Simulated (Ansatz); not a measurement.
Process, species as SMILES: CN (CH3-NH2) + [H][H] (H2) → C (CH4) + N (NH3)
B3LYP-D3(BJ)/def2-TZVP geometries, fixed; electronic energies without zero-point terms.

The energy of full hydrogenation at MP2 with Ansatz (a program for electronic structure), in kcal/mol, split into its Hartree-Fock and correlation parts. Cores are frozen. No added dispersion term, no relativity. Functions are those of the species that has most.

```
basis    X  functions  Hartree-Fock     MP2
-------  -  ---------  ------------  ------
cc-pVDZ  2         53        -27.55  -24.94
cc-pVTZ  3        130        -28.25  -26.55
cc-pVQZ  4        260        -28.29  -26.62
```

Worked estimate of the basis-set limit from each neighbouring pair, with Hartree-Fock from the larger set and the correlation part extrapolated as X^-3.
Correlation parts: X = 2: 2.61, X = 3: 1.70, X = 4: 1.67.
- (2,3): (27·(1.70) - 8·(2.61))/19 = 1.32; with Hartree-Fock -28.25 the estimate is -26.93 kcal/mol.
- (3,4): (64·(1.67) - 27·(1.70))/37 = 1.65; with Hartree-Fock -28.29 the estimate is -26.64 kcal/mol.
The last two estimates differ by 0.29 kcal/mol; the largest set lies 0.02 from the last. Over the last step Hartree-Fock moves by -0.04 and the correlation part by -0.03.
